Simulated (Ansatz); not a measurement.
Species: C2H2, net charge 1, doublet state. 
Coordinates optimised at B3LYP-D3(BJ)/def2-TZVP (Ansatz, a first-principles code):
```xyz
4

C      0.0000     0.0000    -0.6217
C      0.0000     0.0000     0.6217
H      0.0000     0.0000     1.7012
H      0.0000     0.0000    -1.7012
```
Charge +1, spin multiplicity 2.

Basis-set convergence of Hartree-Fock and CCSD(T) correlation energies (hartree) with Ansatz. Valence correlation only, unless marked. Open shells are spin-unrestricted. Spin-orbit coupling is left out. Non-relativistic.

| basis | functions | E(HF) | E(corr, CCSD(T)) |
|---|---|---|---|
| cc-pVDZ | 38 | -76.46807 | -0.23689 |
| cc-pVTZ | 88 | -76.49010 | -0.28278 |
| cc-pVQZ | 170 | -76.49490 | -0.29694 |

Extrapolating the two largest sets (X = 3 and 4) as X^-3: E(corr) = (64·(-0.29694) - 27·(-0.28278))/37 = -0.3073 Eh, an estimate of the basis-set limit. The largest set recovers 96.6 % of it, the smallest 77.1 %.
